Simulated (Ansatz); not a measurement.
**What a trial cell of W3I relaxes into**

Level of theory: DFT PBE, scalar-relativistic, plane waves, PAW (Ansatz 0.2.0). Cutoff 420 eV, Γ-centred k mesh, Gaussian smearing, no spin polarisation in the final step.

W3I was placed on the Ni3Sn (D0_19) structure type (P6_3/mmc, No. 194), with I in place of Sn, W in place of Ni, at a guessed volume.

```
CELL_PARAMETERS angstrom
6.41709 0.00000 0.00000
-3.20854 5.55736 0.00000
0.00000 0.00000 5.15070
ATOMIC_POSITIONS crystal
W 0.83300 0.66600 0.25000
W 0.16700 0.83300 0.75000
W 0.33400 0.16700 0.25000
W 0.16700 0.33400 0.75000
W 0.83300 0.16700 0.25000
W 0.66600 0.83300 0.75000
I 0.33333 0.66667 0.25000
I 0.66667 0.33333 0.75000
```

Steps on the 3×3×4 mesh (8 atoms). 11 of 13 steps are shown, and the free energy counts from the last. Trial steps that were taken back and renewals of the plane-wave basis can be among the rows.

```
step  ΔF (meV/atom) V (Å³/atom) P (GPa) largest force component (eV/Å)
   1          801.8        22.96   -27.27                           1.283
   2          306.8        19.91   -15.81                           1.349
   3          284.6        17.24    22.36                           2.080
   4          171.8        18.69    -3.92                           0.749
   5          139.8        18.56    -0.38                           0.596
   6           90.3        18.68     2.49                           0.412
   8           32.6        20.03     5.04                           0.039
   9            6.8        21.38     0.98                           0.085
  10            5.1        22.77     1.75                           0.515
  11            0.4        22.48    -0.49                           0.046
  13            0.0        22.35    -0.01                           0.001
```

Steps on the 6×6×10 mesh (8 atoms). 6 of 8 steps are shown, and the free energy counts from the last.

```tsv
step	ΔF (meV/atom)	V (Å³/atom)	P (GPa)	largest force component (eV/Å)
1	7.0	22.35	0.16	0.008
2	4.4	22.30	-0.69	0.034
3	2.5	21.36	-0.08	0.182
4	0.4	21.67	-0.38	0.016
5	-0.2	21.41	-0.20	0.024
8	0.0	21.34	0.00	0.000
```

A final relaxation ran on a 6×6×10 mesh. The relaxed crystal, P6_3/mmc (No. 194):

Space group P6_3/mmc (No. 194). a = 6.669 Å, b = 6.669 Å, c = 4.432 Å, α = 90.00°, β = 90.00°, γ = 120.00°
```
atom site symmetry x y z
   W    6h mm2  0.8676  0.7351  0.2500
   I    2c      -6m2  0.3333  0.6667  0.2500
```

| Property | Result |
| --- | --- |
| Volume per atom | 21.34 Å³ |
| Density | 13.20 g/cm³ |
| Energy over the elements | 1.33 eV/atom |
| Gap on the 6×6×10 mesh | 0 eV (a metal) |

Energies over the elements count from the elements' standard structures at the same level, with no empirical corrections.

The final run used a 6×6×10 mesh on its 8-atom cell and 0.10 eV smearing. For metals, differences of a few meV/atom aren't resolved. Spin–orbit coupling is left out.

A structure relaxed within its symmetry needn't be a true minimum.

Cost: 3 runs of about 3.6 core-minutes in all, on Intel Xeon 6975P-C (Granite Rapids) (shared hosts).